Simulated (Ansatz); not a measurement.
A made-up structure of MgSiH$_{2}$F (charge +1), closed shell:

```
atom    x (Å)    y (Å)    z (Å)
  F1  -0.0635  -1.1238   1.1627
 Mg2  -0.1296  -2.3165   2.3988
 Si3   0.0415   0.7404  -0.7668
  H4  -0.7385   0.7402  -2.0310
  H5   0.8901   1.9596  -0.7637
```

It is relaxed with PBE-D4/def2-SVP and then PBE0-D4/def2-TZVP (Ansatz 0.2.0). Atoms count as bonded within 1.22 times the sum of their covalent radii (H–H: 0.88 Å). The end point is not checked to be a true minimum.

(1) Does its bonding change? (Judge from chemistry; the calculation decides.)

Answers

(1) The calculation gives: Yes. Formed: F1–Si3; broken: none.

Where it ends: The first stage lowers the energy by 1.34 eV in 15 steps. It ends as MgSiH₂F ([Mg][F][SiH2]), total charge +1:
```
atom    x (Å)    y (Å)    z (Å)
  F1   0.1400  -0.6929   0.4871
 Mg2  -0.2730  -1.8178   2.1013
 Si3   0.3515   0.3837  -0.8215
  H4  -0.9502   0.4339  -1.5374
  H5   0.7317   1.6931  -0.2295
```

Labels in which every atom is bracketed show which atoms are joined, not bond orders.

For scale, one of the runs: PBE0-D4/def2-TZVP relaxation, 112 basis functions, launched by `ansatz run in.yaml --threads 2 --pin off --events-out ev --progress --plain --max-ram 4352MiB`. Hardware: 2 CPU threads of an Arm Neoverse V1, shared host. Wall time about 16 s.
